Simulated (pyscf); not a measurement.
Single points on ωB97X-D3(BJ)/def2-SVP structures (PySCF, gas phase).

CH₄ + [H₃C–Ga–CH₃]• → H₃C–Ga(CH₃)–CH₃ + H•
Surface: doublet. Broken: C–H. Formed: C–Ga. Give ΔE‡ and ΔE from ωB97M-D3(BJ)/def2-TZVP, relative to the separated reactants.

ΔE‡ = 2.33 eV, ΔE = +1.46 eV. Zero-point energy shifts the barrier by -0.14 eV. It is a substitution at C, with an imaginary mode of 1634i cm⁻¹. This is the saddle that the search found; another between the same sides may lie lower. The angle at the attacked C is 165°. Elements up to Kr have no core potential and no relativistic terms here.
